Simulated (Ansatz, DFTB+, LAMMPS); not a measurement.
**bcc Ta, lattice constant a**

Reference value: 3.299 Å (measured, static lattice: zero-point anharmonic expansion removed; as tabulated in Mejia-Rodriguez and Trickey (2018), arXiv:1807.09216).

Q: What do Lennard-Jones uff-vdw, GFN1-xTB as cut by DFTB+, LDA, PBE, r²SCAN-D4, PBE0, Hartree–Fock give, and how far is each from the reference?

A: 
```json
[
 {"level (code)": "Lennard-Jones uff-vdw (LAMMPS)", "value (Å)": "3.486", "error (%)": "+5.67"},
 {"level (code)": "GFN1-xTB as cut by DFTB+", "value (Å)": "3.364", "error (%)": "+1.97"},
 {"level (code)": "LDA (Ansatz)", "value (Å)": "3.253", "error (%)": "-1.39"},
 {"level (code)": "PBE (Ansatz)", "value (Å)": "3.319", "error (%)": "+0.61"},
 {"level (code)": "r²SCAN-D4 (Ansatz)", "value (Å)": "3.301", "error (%)": "+0.06"},
 {"level (code)": "PBE0 (Ansatz)", "value (Å)": "3.310", "error (%)": "+0.33"},
 {"level (code)": "Hartree–Fock (Ansatz)", "value (Å)": "3.395", "error (%)": "+2.91"}
]
```

Leaving aside Lennard-Jones uff-vdw (doubt noted below): Closest of the ranked levels: r²SCAN-D4 (+0.06 %). Farthest off among them: Hartree–Fock (+2.91 %). Within 0.5 %: r²SCAN-D4, PBE0.

Density-functional levels without +SOC have no spin–orbit coupling. Lennard-Jones uff-vdw: this is a force field's van der Waals term alone, without bonds or charges. Lennard-Jones uff-vdw: pair potentials favour close packing, so symmetry can be all that holds this lattice. GFN1-xTB as cut by DFTB+: the method was fitted mainly to molecules. GFN1-xTB as cut by DFTB+: codes differ in how they cut the long-range tail of xTB's charge interaction in a crystal, so the value belongs to this code. Cutoffs and k meshes differ between the levels. Ansatz's density-functional and Hartree–Fock values are scalar-relativistic unless marked +SOC, with PAW data made under PBE.

Differences are worked out from the printed values.

Ansatz is an electronic-structure program.
